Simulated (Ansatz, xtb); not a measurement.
C2H4B: which of two isomers lies lower

Structure a is `B1[CH]C1`, a doublet and structure b is `B[C]=C`, a doublet. Both are isolated molecules in the gas phase, relaxed with PBE0-D3(BJ)/def2-SVP; the shapes shown needn't be the lowest conformers.

a (Å):

```yaml
atoms:
  - { symbol: C, position_ang: [-0.6721, -0.9262, 0.1878] }
  - { symbol: C, position_ang: [-1.6825, -0.0259, -0.3763] }
  - { symbol: B, position_ang: [-0.2551, -0.2530, -1.0329] }
  - { symbol: H, position_ang: [-0.7274, -1.7993, 0.8383] }
  - { symbol: H, position_ang: [0.5111, 0.0780, -1.8881] }
  - { symbol: H, position_ang: [-1.7486, 1.0255, -0.0263] }
  - { symbol: H, position_ang: [-2.6847, -0.4050, -0.6346] }
```

b (Å):

```xyz
7

C    -1.0515   -0.2573   -0.4820
C    -1.3681    0.7248   -1.2766
B    -0.6887   -1.3823    0.4282
H     0.4112   -1.4178    0.9276
H    -1.0824    0.7239   -2.3378
H    -1.4972   -2.2501    0.6594
H    -1.9346    1.5964   -0.9198
```

Task: Estimate which is lower in electronic energy at CCSD(T)/def2-TZVP, and by roughly how much.

Result: The CCSD(T)/def2-TZVP calculation puts structure b lower, by 13.1 kcal/mol.

The same difference at several levels:

```json
{"level": "GFN2-xTB", "geometry": "GFN2-xTB", "E(b) − E(a) (kcal/mol)": "−12.9", "departure from the last row (kcal/mol)": "+0.2", "job, with rough time for the two": "optimisation, 0.19 s"}
{"level": "HF/STO-3G", "geometry": "GFN2-xTB", "E(b) − E(a) (kcal/mol)": "−15.8", "departure from the last row (kcal/mol)": "−2.7", "job, with rough time for the two": "single point, 0.2 s"}
{"level": "r2SCAN-D4/def2-SVP", "geometry": "GFN2-xTB", "E(b) − E(a) (kcal/mol)": "−8.8", "departure from the last row (kcal/mol)": "+4.3", "job, with rough time for the two": "single point, 4.5 s"}
{"level": "PBE0-D3(BJ)/def2-SVP", "geometry": "PBE0-D3(BJ)/def2-SVP", "E(b) − E(a) (kcal/mol)": "−7.4", "departure from the last row (kcal/mol)": "+5.7", "job, with rough time for the two": "optimisation, 47 s"}
{"level": "HF/def2-TZVP", "geometry": "PBE0-D3(BJ)/def2-SVP", "E(b) − E(a) (kcal/mol)": "−20.2", "departure from the last row (kcal/mol)": "−7.1", "job, with rough time for the two": "part of the CCSD(T) run"}
{"level": "MP2/def2-TZVP", "geometry": "PBE0-D3(BJ)/def2-SVP", "E(b) − E(a) (kcal/mol)": "−7.7", "departure from the last row (kcal/mol)": "+5.4", "job, with rough time for the two": "part of the CCSD(T) run"}
{"level": "CCSD(T)/def2-TZVP", "geometry": "PBE0-D3(BJ)/def2-SVP", "E(b) − E(a) (kcal/mol)": "−13.1", "departure from the last row (kcal/mol)": "", "job, with rough time for the two": "single point, 70 s"}
```

As drawn, b has 1 C=C, 1 B–H in place of 1 C–B, 1 C–C, 1 C–H. Structure a has a 3-membered ring, b no ring.

None of the levels shown reverses the order. The largest departure from CCSD(T)/def2-TZVP is that of HF/def2-TZVP, 7.1 kcal/mol.

With harmonic frequencies from PBE0-D3(BJ)/def2-SVP (ideal gas, rigid rotor, one conformer each, 298.15 K, 1 atm): the zero-point term adds −1.1 kcal/mol; ΔH is −13.7 and ΔG −14.4 kcal/mol.

Open shells are spin-unrestricted, with notable spin contamination under HF/STO-3G, HF/def2-TZVP, MP2/def2-TZVP, CCSD(T)/def2-TZVP. The correlated steps freeze 3 core orbitals. Codes used: Ansatz 0.2.0, xtb 6.7.1; the last row on 1 thread of Arm Neoverse V1 on a shared host.
